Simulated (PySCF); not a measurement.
**What the low excited states add to the polarisability**

Compound: dimethylphosphinic acid, C2H7O2P.
Atom-mapped SMILES: `[CH3:1][P:2]([CH3:3])(=[O:4])[OH:5]` (hydrogens: H6, H7, H8 on C1; H9, H10, H11 on C3; H12 on O5)

Geometry (GFN2-xTB, Å), atoms numbered from 1 in this order:
```xyz
12
C2H7O2P angstrom
C      1.0277   -0.0279   -1.1843
P      0.2640    0.2489    0.4543
C     -1.1798   -0.8710    0.5430
O      1.1781    0.2025    1.6021
O     -0.4075    1.7137    0.3065
H      0.3035    0.1413   -1.9738
H      1.8592    0.6646   -1.2902
H      1.4042   -1.0454   -1.2315
H     -1.6753   -0.7080    1.4969
H     -1.8676   -0.6702   -0.2712
H     -0.8340   -1.8991    0.4957
H     -0.0715    2.2500    1.0264
```

Level of theory: TDDFT wB97X-D/def2-SVPD, vertical, gas phase, core orbitals frozen in the response (PySCF).

Excitation energies and transition dipoles (atomic units, axes of the coordinates) of those of the lowest 8 singlets that add 0.02 au or more to the mean polarisability:

```json
{"state": "S1", "ΔE (hartree)": "0.2853", "μx": "-0.437", "μy": "-0.167", "μz": "0.341"}
{"state": "S2", "ΔE (hartree)": "0.2988", "μx": "0.120", "μy": "-0.548", "μz": "-0.121"}
{"state": "S3", "ΔE (hartree)": "0.3021", "μx": "-0.200", "μy": "-0.077", "μz": "0.156"}
{"state": "S4", "ΔE (hartree)": "0.3222", "μx": "0.247", "μy": "0.097", "μz": "-0.188"}
{"state": "S5", "ΔE (hartree)": "0.3261", "μx": "0.121", "μy": "-0.015", "μz": "0.142"}
{"state": "S7", "ΔE (hartree)": "0.3361", "μx": "0.305", "μy": "0.116", "μz": "-0.238"}
{"state": "S8", "ΔE (hartree)": "0.3416", "μx": "-0.077", "μy": "-0.044", "μz": "-0.133"}
```

What does each state add to αxx, αyy and αzz, and how do the sums compare with the full static tensor?

Each state adds 2 μα² / ΔE.

```
        state  αxx (au)  αyy (au)  αzz (au)
           S1      1.34      0.20      0.82
           S2      0.10      2.01      0.10
           S3      0.27      0.04      0.16
           S4      0.38      0.06      0.22
           S5      0.09      0.00      0.12
           S7      0.55      0.08      0.34
           S8      0.04      0.01      0.10
 all 8 states       2.8       2.4       1.9
full response      55.2      53.1      55.8
    share (%)         5         5         3
```

The rest comes from the higher roots of the same response equations.

Give the full tensor and its principal values.

In au, rows and columns x, y, z:
```
x   55.2  2.6 -1.9
y    2.6 53.1  1.0
z   -1.9  1.0 55.8
```
Principal values 50.6, 55.8 and 57.7 au; mean 54.7 au (8.11 Å³).

By how much does the contribution of these states grow at 589.3 nm?

With ω = 0.0773 hartree each state's term in the mean polarisability goes from f / ΔE² to f / (ΔE² − ω²), f = (2/3) ΔE |μ|²; the sum over all 8 states goes from 2.36 to 2.52 au, a rise of 0.17 au.

A one-level model with all 32 active electrons at a single energy would need ΔE = √(N/α) = 20.8 eV to give this α, against S1 at 7.76 eV.

One conformer stands for the species.
